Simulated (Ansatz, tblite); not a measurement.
# The cluster O3: competing shapes

Aim: relax the candidate shapes of the cluster O3 that a cheap search turned up, and see how the levels of theory order them.

Method: relaxed with PBE-D4/def2-TZVP, singlet; program: Ansatz 0.2.0, Gaussian basis.

## 1. The starting structure

3 atoms, charge 0, spin multiplicity 1.

Atoms are counted from 1 here; the program's logs count them from 0.

Bond lengths: O1–O2 1.236 Å, O2–O3 1.236 Å. Angles: O1–O2–O3 120.4°.

A search from random starts with GFN2-xTB found 2 distinct shapes; 2 go on here. The structure above is candidate A, which lies 0.00 eV above the lowest at that level; B lies 0.37 eV above the lowest at that level.

## 2. Relaxing candidate A

in.yaml

```yaml
crystal:
  periodic: [false, false, false]
  atoms:
    - {symbol: O, position_ang: [0.922950, -0.481940, 0.329020]}
    - {symbol: O, position_ang: [-0.223920, -0.020980, 0.342520]}
    - {symbol: O, position_ang: [-0.699030, 0.502930, -0.671530]}
basis:
  gaussian: {orbitals: def2-TZVP}
hamiltonian: {xc: pbe, dispersion: d4}
scf: {omitted_lower_state_checks: [starts]}
output: {orbitals: {seedname: orbitals}}
relax: {f_tol: 0.02, max_steps: 100}
```

On the command line:

```
> ansatz run in.yaml --threads 2 --pin off --events-out ev --progress --plain --max-ram 4352MiB
```

Log, shortened:

```text
Functional definition: PBE
  name "PBE"
  cite "Perdew, Burke & Ernzerhof, Phys. Rev. Lett. 77, 3865 (1996) doi:10.1103/PhysRevLett.77.3865"
  parent pbe
[...]
453 factors; their error is unknown
[...]
mean field -6131.29228602 eV, -225.3208355720 hartree, gradient 6.5e-5 eV, S^2 0.000000; 0 other end points of the search recorded, 0 dependent functions left out
[...]
reference -6131.29230283 eV, -225.3208361896 hartree; 12, 12 occupied and 81, 81 virtual orbitals, 453 factors
relax step   1: F+E_penalty+E_count = -6131.31438234 eV  Δ(F+E_penalty+E_count) = +0.000e0 eV  max|allowed force component| = 2.147e0 eV/Å  Δτ_max = 0.0000 Å  (25 SCF iters, accepted)
[...]
relax step   3: F+E_penalty+E_count = -6131.39453227 eV  Δ(F+E_penalty+E_count) = -1.432e-2 eV  max|allowed force component| = 6.504e-2 eV/Å  Δτ_max = 0.0111 Å  (32 SCF iters, accepted)
[...]
relax step   4: F+E_penalty+E_count = -6131.39461595 eV  Δ(F+E_penalty+E_count) = -8.368e-5 eV  max|allowed force component| = 1.480e-2 eV/Å  Δτ_max = 0.0018 Å  (32 SCF iters, accepted)
[...]
453 factors; their error is unknown
mean field -6131.37256743 eV, -225.3237858595 hartree, gradient 1.7e-5 eV, S^2 0.000000; 0 other end points of the search recorded, 0 dependent functions left out
[...]
reference -6131.37258437 eV, -225.3237864819 hartree; 12, 12 occupied and 81, 81 virtual orbitals, 453 factors
Total energy: -6131.39463288 eV, -225.3245967500 hartree
Atom 0 at     0.945504    -0.490708     0.327845 Å, force    -0.009051     0.007506    -0.011739 eV/Å
Atom 1 at    -0.238012    -0.022259     0.363949 Å, force    -0.005749    -0.000523     0.008745 eV/Å
Atom 2 at    -0.707492     0.512977    -0.691784 Å, force     0.014801    -0.006983     0.002994 eV/Å
Dipole moment:    -0.070531    -0.006598     0.107850 e Å
Checks for a lower state left out: starts
```

Wall time 1.7 s (2 threads of Intel Xeon 6975P-C, shared host).

Relaxation path:

```csv
step,energy from step 1 (eV),largest force component (eV/Å)
1,0.0000,2.1466
2,-0.0658,0.8841
3,-0.0802,0.0650
4,-0.0802,0.0148
```

Close pairs (by a distance rule), those that changed most:

| bond | before (Å) | after (Å) | change (Å) |
| --- | --- | --- | --- |
| O1–O2 | 1.236 | 1.273 | +0.037 |
| O2–O3 | 1.236 | 1.273 | +0.037 |

## 3. Relaxing candidate B

in.yaml

```yaml
crystal:
  periodic: [false, false, false]
  atoms:
    - {symbol: O, position_ang: [0.613990, -0.288450, 0.405720]}
    - {symbol: O, position_ang: [-0.415950, 0.606190, 0.290480]}
    - {symbol: O, position_ang: [-0.198040, -0.317740, -0.696200]}
basis:
  gaussian: {orbitals: def2-TZVP}
hamiltonian: {xc: pbe, dispersion: d4}
scf: {omitted_lower_state_checks: [starts]}
output: {orbitals: {seedname: orbitals}}
relax: {f_tol: 0.02, max_steps: 100}
```

Same command.

Log, shortened:

```text
Functional definition: PBE
  name "PBE"
  cite "Perdew, Burke & Ernzerhof, Phys. Rev. Lett. 77, 3865 (1996) doi:10.1103/PhysRevLett.77.3865"
  parent pbe
[...]
453 factors; their error is unknown
[...]
mean field -6129.56970329 eV, -225.2575318244 hartree, gradient 4.4e-5 eV, S^2 0.000000; 0 other end points of the search recorded, 0 dependent functions left out
[...]
reference -6129.56971910 eV, -225.2575324053 hartree; 12, 12 occupied and 81, 81 virtual orbitals, 453 factors
relax step   1: F+E_penalty+E_count = -6129.59137551 eV  Δ(F+E_penalty+E_count) = +0.000e0 eV  max|allowed force component| = 3.758e0 eV/Å  Δτ_max = 0.0000 Å  (24 SCF iters, accepted)
[...]
relax step   3: F+E_penalty+E_count = -6129.85190623 eV  Δ(F+E_penalty+E_count) = -6.478e-2 eV  max|allowed force component| = 2.484e-2 eV/Å  Δτ_max = 0.0222 Å  (28 SCF iters, accepted)
[...]
relax step   4: F+E_penalty+E_count = -6129.85192128 eV  Δ(F+E_penalty+E_count) = -1.505e-5 eV  max|allowed force component| = 6.437e-4 eV/Å  Δτ_max = 0.0004 Å  (31 SCF iters, accepted)
[...]
453 factors; their error is unknown
mean field -6129.83026294 eV, -225.2671072150 hartree, gradient 3.6e-6 eV, S^2 0.000000; 0 other end points of the search recorded, 0 dependent functions left out
[...]
reference -6129.83027895 eV, -225.2671078034 hartree; 12, 12 occupied and 81, 81 virtual orbitals, 453 factors
Total energy: -6129.85193729 eV, -225.2679037324 hartree
Atom 0 at     0.647919    -0.304393     0.428136 Å, force    -0.000568     0.000267    -0.000375 eV/Å
Atom 1 at    -0.438930     0.639654     0.306492 Å, force     0.000385    -0.000561    -0.000269 eV/Å
Atom 2 at    -0.208989    -0.335261    -0.734628 Å, force     0.000183     0.000294     0.000644 eV/Å
Dipole moment:     0.000000    -0.000000     0.000000 e Å
Checks for a lower state left out: starts
```

It took 1.7 s on 2 threads of Intel Xeon 6975P-C, shared host.

The steps of the relaxation:

```
step  energy from step 1 (eV)  largest force component (eV/Å)
   1                   0.0000                          3.7579
   2                  -0.1958                          1.7498
   3                  -0.2605                          0.0248
   4                  -0.2605                          0.0006
```

Close pairs (by a distance rule), those that changed most:

| bond | before (Å) | after (Å) | change (Å) |
| --- | --- | --- | --- |
| O1–O2 | 1.369 | 1.445 | +0.076 |
| O1–O3 | 1.369 | 1.445 | +0.076 |
| O2–O3 | 1.369 | 1.445 | +0.076 |

## 4. The relaxed candidates

```csv
candidate,point group,"bonds (count, mean Å)",energy above the lowest (eV)
A,C2v,"O–O 2, 1.27",0.000
B,D3h,"O–O 3, 1.44",1.543
```

## 5. Candidate B, GFN1-xTB

Tight binding, by tblite at 300 K electronic temperature and without a spin-polarisation term:

```python
tblite.interface.Calculator('GFN1-xTB', numbers, positions, charge=0, uhf=0).singlepoint()
```

Energy -373.3954 eV, HOMO -15.74 eV, LUMO -10.72 eV; 0.002 s.

## 6. Candidate B, GFN2-xTB

Tight binding, by tblite at 300 K electronic temperature and without a spin-polarisation term:

```python
tblite.interface.Calculator('GFN2-xTB', numbers, positions, charge=0, uhf=0).singlepoint()
```

Energy -323.9337 eV, HOMO -14.49 eV, LUMO -9.81 eV; 0.001 s.

## 7. Candidate B, PBE0-D4/def2-TZVP

start.molden holds the orbitals of an earlier run on this state, given as this run's starting guess.

in.yaml

```yaml
crystal:
  periodic: [false, false, false]
  atoms:
    - {symbol: O, position_ang: [0.647919, -0.304393, 0.428136]}
    - {symbol: O, position_ang: [-0.438930, 0.639654, 0.306492]}
    - {symbol: O, position_ang: [-0.208989, -0.335261, -0.734628]}
basis:
  gaussian: {orbitals: def2-TZVP, initial_orbitals: start.molden}
hamiltonian: {xc: pbe0, dispersion: d4}
scf: {omitted_lower_state_checks: [starts]}
output: {orbitals: {seedname: orbitals}}
```

Same command.

Log:

```text
Functional definition: PBE0
  name "PBE0"
  cite "Adamo & Barone, J. Chem. Phys. 110, 6158 (1999) doi:10.1063/1.478522"
  cite "Perdew, Burke & Ernzerhof, Phys. Rev. Lett. 77, 3865 (1996) doi:10.1103/PhysRevLett.77.3865"
  parent pbe
  parameter a = 0.25
  parameter kappa = 0.804
  parameter beta = 0.06672455060314922
  exchange = (1 - a)*pbe_x(kappa = kappa, mu = beta*pi^2/3) + a*exact_x
  correlation = pbe_c(beta = beta)
these checks for a lower state are left out or cut short: starts
453 factors; their error is unknown
mean field evaluation 1: about -6128.7565 eV, gradient 9.2e0 eV
mean field evaluation 2: about -6128.8400 eV, gradient 7.6e-2 eV
mean field evaluation 4: about -6128.8498 eV, gradient 1.0e-4 eV
mean field evaluation 8: about -6128.8498 eV, gradient 1.3e-5 eV
mean field -6128.84983690 eV, -225.2310772226 hartree, gradient 1.3e-5 eV, S^2 0.000000; 0 other end points of the search recorded, 0 dependent functions left out
reference -6128.84984870 eV, -225.2310776562 hartree; 12, 12 occupied and 81, 81 virtual orbitals, 453 factors
Total energy: -6128.86732272 eV, -225.2317198145 hartree
Checks for a lower state left out: starts
```

Wall time 0.35 s (2 threads of Intel Xeon 6975P-C, shared host).

From the report: HOMO -9.32 eV, LUMO -2.45 eV.

## 8. Candidate B, PBE-D4/def2-TZVP

Changes to in.yaml since step 7:

```diff
@@ -8,4 +8,4 @@
   gaussian: {orbitals: def2-TZVP, initial_orbitals: start.molden}
-hamiltonian: {xc: pbe0, dispersion: d4}
+hamiltonian: {xc: pbe, dispersion: d4}
 scf: {omitted_lower_state_checks: [starts]}
-output: {orbitals: {seedname: orbitals}}
+output: {forces: true, orbitals: {seedname: orbitals}}
```

Same command.

Log, shortened:

```text
Functional definition: PBE
  name "PBE"
  cite "Perdew, Burke & Ernzerhof, Phys. Rev. Lett. 77, 3865 (1996) doi:10.1103/PhysRevLett.77.3865"
  parent pbe
[...]
453 factors; their error is unknown
[...]
mean field -6129.83026294 eV, -225.2671072150 hartree, gradient 3.9e-6 eV, S^2 0.000000; 0 other end points of the search recorded, 0 dependent functions left out
[...]
reference -6129.83027895 eV, -225.2671078034 hartree; 12, 12 occupied and 81, 81 virtual orbitals, 453 factors
Total energy: -6129.85193729 eV, -225.2679037324 hartree
Atom 0 at     0.647919    -0.304393     0.428136 Å, force    -0.000571     0.000268    -0.000377 eV/Å
Atom 1 at    -0.438930     0.639654     0.306492 Å, force     0.000382    -0.000546    -0.000251 eV/Å
Atom 2 at    -0.208989    -0.335261    -0.734628 Å, force     0.000188     0.000278     0.000628 eV/Å
Dipole moment:    -0.000000     0.000000    -0.000000 e Å
Checks for a lower state left out: starts
```

Wall time 0.45 s (2 threads of Intel Xeon 6975P-C, shared host).

From the report: HOMO -7.15 eV, LUMO -3.87 eV.

## 9. Candidate B, r2SCAN-D4/def2-TZVP

Changes to in.yaml since step 8:

```diff
@@ -8,4 +8,4 @@
   gaussian: {orbitals: def2-TZVP, initial_orbitals: start.molden}
-hamiltonian: {xc: pbe, dispersion: d4}
+hamiltonian: {xc: r2scan, dispersion: d4}
 scf: {omitted_lower_state_checks: [starts]}
-output: {forces: true, orbitals: {seedname: orbitals}}
+output: {orbitals: {seedname: orbitals}}
```

The command is unchanged.

Log:

```text
Functional definition: r2SCAN
  name "r2SCAN"
  cite "Furness, Kaplan, Ning, Perdew & Sun, J. Phys. Chem. Lett. 11, 8208 (2020) doi:10.1021/acs.jpclett.0c02405"
  cite "Furness, Kaplan, Ning, Perdew & Sun, J. Phys. Chem. Lett. 11, 9248 (2020) doi:10.1021/acs.jpclett.0c03077"
  parent r2scan
  parameter k0 = 0.174
  parameter k1 = 0.065
  parameter a1 = 4.9479
  exchange = r2scan_x(k0 = k0, k1 = k1, a1 = a1)
  correlation = r2scan_c
these checks for a lower state are left out or cut short: starts
453 factors; their error is unknown
mean field evaluation 1: about -6132.4754 eV, gradient 5.2e0 eV
mean field evaluation 2: about -6132.5043 eV, gradient 2.7e-2 eV
mean field evaluation 4: about -6132.4913 eV, gradient 1.2e-4 eV
mean field evaluation 8: about -6132.4913 eV, gradient 9.7e-6 eV
mean field -6132.49134445 eV, -225.3649001565 hartree, gradient 9.7e-6 eV, S^2 0.000000; 0 other end points of the search recorded, 0 dependent functions left out
reference -6132.49134825 eV, -225.3649002962 hartree; 12, 12 occupied and 81, 81 virtual orbitals, 453 factors
Total energy: -6132.49629524 eV, -225.3650820949 hartree
Checks for a lower state left out: starts
```

Run time: 0.6 s. Hardware: 2 threads of Intel Xeon 6975P-C, shared host.

HOMO -7.63 eV, LUMO -3.69 eV.

## 10. Candidate B, B2PLYP/def2-TZVP

Changes to in.yaml since step 9:

```diff
@@ -8,4 +8,3 @@
   gaussian: {orbitals: def2-TZVP, initial_orbitals: start.molden}
-hamiltonian: {xc: r2scan, dispersion: d4}
+hamiltonian: {xc: {name: B2PLYP}}
 scf: {omitted_lower_state_checks: [starts]}
-output: {orbitals: {seedname: orbitals}}
```

The command is unchanged.

Log, shortened:

```text
Functional definition: B2PLYP
  name "B2PLYP"
  cite "Grimme, J. Chem. Phys. 124, 034108 (2006) doi:10.1063/1.2148954"
  cite "Becke, Phys. Rev. A 38, 3098 (1988) doi:10.1103/PhysRevA.38.3098"
  cite "Lee, Yang & Parr, Phys. Rev. B 37, 785 (1988) doi:10.1103/PhysRevB.37.785"
[...]
624 factors; integrals over basis functions are off by at most 1.2e-3 eV
[...]
mean field -6124.90163156 eV, -225.0859833525 hartree, gradient 3.8e-6 eV, S^2 0.000000; 0 other end points of the search recorded, 0 dependent functions left out
3 core orbitals not correlated: weight in the atoms' cores, before any rotation towards them, 1.000 or more for the frozen orbitals, at most 0.000 for the correlated occupied ones
reference -6124.90172010 eV, -225.0859866061 hartree; 9, 9 occupied and 81, 81 virtual orbitals, 624 factors
second order -24.73080356 eV of doubles, -0.00000000 eV of singles
Total energy: -6131.57903706 eV, -225.3313734784 hartree
Checks for a lower state left out: starts
```

Wall time 0.55 s (2 threads of Intel Xeon 6975P-C, shared host).

## 11. Candidate B, CAM-B3LYP-D4/def2-TZVP

Changes to in.yaml since step 10:

```diff
@@ -8,3 +8,4 @@
   gaussian: {orbitals: def2-TZVP, initial_orbitals: start.molden}
-hamiltonian: {xc: {name: B2PLYP}}
+hamiltonian: {xc: {name: CAM-B3LYP}, dispersion: d4}
 scf: {omitted_lower_state_checks: [starts]}
+output: {orbitals: {seedname: orbitals}}
```

Launched as before.

Log, shortened:

```text
Functional definition: CAM-B3LYP
  name "CAM-B3LYP"
  cite "Yanai, Tew & Handy, Chem. Phys. Lett. 393, 51 (2004) doi:10.1016/j.cplett.2004.06.011"
  cite "Iikura, Tsuneda, Yanai & Hirao, J. Chem. Phys. 115, 3540 (2001) doi:10.1063/1.1383587"
  cite "Becke, Phys. Rev. A 38, 3098 (1988) doi:10.1103/PhysRevA.38.3098"
  cite "Lee, Yang & Parr, Phys. Rev. B 37, 785 (1988) doi:10.1103/PhysRevB.37.785"
  cite "Vosko, Wilk & Nusair, Can. J. Phys. 58, 1200 (1980) doi:10.1139/p80-159"
[...]
  # Exact exchange under (alpha + beta erf(omega r))/r, Becke's under what is left of 1/r.
[...]
453 factors; their error is unknown
90 factors; integrals over basis functions are off by at most 2.8e-5 eV
[...]
mean field -6133.26534213 eV, -225.3933440468 hartree, gradient 1.4e-5 eV, S^2 0.000000; 0 other end points of the search recorded, 0 dependent functions left out
reference -6133.26541074 eV, -225.3933465680 hartree; 12, 12 occupied and 81, 81 virtual orbitals, 453 factors
Total energy: -6133.28240549 eV, -225.3939711136 hartree
Checks for a lower state left out: starts
```

It took 0.45 s on 2 threads of Intel Xeon 6975P-C, shared host.

From the report: HOMO -10.99 eV, LUMO -1.22 eV.

## 12. Candidate B, CCSD(T)/def2-TZVPP

Changes to in.yaml since step 11:

```diff
@@ -7,4 +7,4 @@
 basis:
-  gaussian: {orbitals: def2-TZVP, initial_orbitals: start.molden}
-hamiltonian: {xc: {name: CAM-B3LYP}, dispersion: d4}
+  gaussian: {orbitals: def2-TZVPP, initial_orbitals: start.molden}
+correlation: {method: ccsd_t}
 scf: {omitted_lower_state_checks: [starts]}
```

The command is unchanged.

Log, shortened:

```text
Functional definition: HF
  name "HF"
  cite "Fock, Z. Phys. 61, 126 (1930) doi:10.1007/BF01340294"
  parent pbe
[...]
624 factors; integrals over basis functions are off by at most 1.2e-3 eV
[...]
mean field -6104.49247012 eV, -224.3359605032 hartree, gradient 6.1e-6 eV, S^2 0.000000; 0 other end points of the search recorded, 0 dependent functions left out; unrestricted orbitals would lower it
3 core orbitals not correlated: weight in the atoms' cores, before any rotation towards them, 1.000 or more for the frozen orbitals, at most 0.000 for the correlated occupied ones
reference -6104.49247012 eV, -224.3359605032 hartree; 9, 9 occupied and 81, 81 virtual orbitals, 624 factors
second order -19.95375792 eV of doubles, -0.00000000 eV of singles
cycle   1  -18.78185075 eV  change     1.2e0 eV  update   1.1e-1
[...]
cycle  10  -19.67351405 eV  change   -2.5e-6 eV  update   3.3e-6
perturbative correction -1.00874866 eV, -0.0370708294 hartree
Total energy: -6125.17473282 eV, -225.0960196387 hartree
Checks for a lower state left out: starts
```

Wall time 1.4 s (2 threads of Intel Xeon 6975P-C, shared host).

Hartree-Fock HOMO -15.03 eV, LUMO 2.86 eV; T1 0.014. Doubts: restricted state is unstable towards broken spin symmetry.

## 13. B against A

The energies of A at these levels come from its own runs, whose logs aren't repeated here.

```csv
level,B above A (eV),time
GFN1-xTB,+0.724,0.003 s
GFN2-xTB,+0.558,0.002 s
HF/def2-TZVPP†,+0.419,
PBE-D4/def2-TZVP,+1.543,0.85 s
r2SCAN-D4/def2-TZVP,+1.425,1.2 s
PBE0-D4/def2-TZVP,+1.219,0.9 s
CAM-B3LYP-D4/def2-TZVP,+1.164,0.85 s
B2PLYP/def2-TZVP,+1.472,1.1 s
MP2/def2-TZVPP†,+1.577,
CCSD/def2-TZVPP†,+0.974,
CCSD(T)/def2-TZVPP†,+1.246,2.9 s
```

Times add the two runs; a level without a time comes out of a correlated run. † marks a level with a doubtful state (flagged, unstable, out of aufbau order, or strongly spin-contaminated); such levels are left out of the summary. CCSD(T)/def2-TZVPP is no safe reference here (large T1 diagnostic, state flagged by the program).

## 14. Results

| quantity | value |
| --- | --- |
| B above A, range of the levels free of doubt, tight binding aside | +1.164 to +1.543 eV |
| levels that put B lower | none |

What this shows: All levels free of doubt put A (C2v) below B (D3h), by 0.558 to 1.543 eV. A random search of this size may have missed the true lowest shape. Only singlets are compared; another spin may lie lower and prefer another shape.
